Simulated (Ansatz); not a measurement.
# Heat of formation of C3H8 (propane) from total energies

C3H8 has 11 atoms, charge 0, and is taken as a singlet. SMILES: `CCC`. Geometry: relaxed at PBE0-D4/def2-TZVP.

```xyz
11

C    -0.8325    0.7243   -0.6585
C    -0.1240    0.1851    0.5726
C     0.9243   -0.8614    0.2345
H    -1.3404   -0.0774   -1.2023
H    -0.1223    1.1890   -1.3486
H    -1.5817    1.4752   -0.3968
H     0.3470    1.0121    1.1147
H    -0.8610   -0.2447    1.2594
H     1.4230   -1.2378    1.1308
H     1.6927   -0.4488   -0.4257
H     0.4750   -1.7157   -0.2802
```

Total energies at B3LYP/def2-SVP (Ansatz 0.2.0); the atoms run unrestricted:

| species | state | energy (Eh) |
| --- | --- | --- |
| C3H8 | singlet | -119.056657 |
| C | triplet | -37.814061 |
| H | doublet | -0.501259 |

Harmonic wavenumbers at PBE0-D4/def2-TZVP, in cm⁻¹: 223, 272, 365, 748, 893, 907, 929, 1083, 1179, 1210, 1315, 1363, 1399, 1413, 1481, 1483, 1488, 1499, 1504, 3039, 3039, 3042, 3066, 3106, 3116, 3118, 3120.

Measured heats of formation of the gaseous atoms at 298.15 K, in kJ/mol: C 716.9, H 218.0. Take 1 Eh = 2625.50 kJ/mol, 1 cm⁻¹ = 0.0119627 kJ/mol, RT = 2.479 kJ/mol.

Question: What heat of formation follows?

Answer: 
1. Electronic atomisation energy: 3 × (-37.814061) + 8 × (-0.501259) − (-119.056657) = 1.604402 Eh = 4212.4 kJ/mol.
2. Zero-point energy: half the sum of the wavenumbers, 22700 cm⁻¹ = 271.6 kJ/mol.
3. Thermal vibrational enthalpy, Σ hcν̃/(exp(hcν̃/kT) − 1): 4.5 kJ/mol. Translation, rotation and pV of a non-linear molecule: 4 RT = 9.9 kJ/mol.
4. The 11 free atoms carry 5/2 RT each: 68.2 kJ/mol.
5. Spin-orbit coupling lowers the free atoms by 3 × 0.02 = 0.1 kJ/mol.
6. Atomisation enthalpy at 298 K: 4212.4 − 0.1 − 271.6 − 4.5 − 9.9 + 68.2 = 3994.5 kJ/mol.
7. Sum of the atoms' heats of formation: 3894.7 kJ/mol. Heat of formation: 3894.7 − 3994.5 = -99.8 kJ/mol.

The tabulated value is -104.4 kJ/mol (Active Thermochemical Tables), so this level is off by +4.6 kJ/mol, or 0.1 % of the atomisation enthalpy. So close a hit in a small basis owes something to errors that cancel. Anharmonicity and any spin-orbit splitting of the molecule are left out.
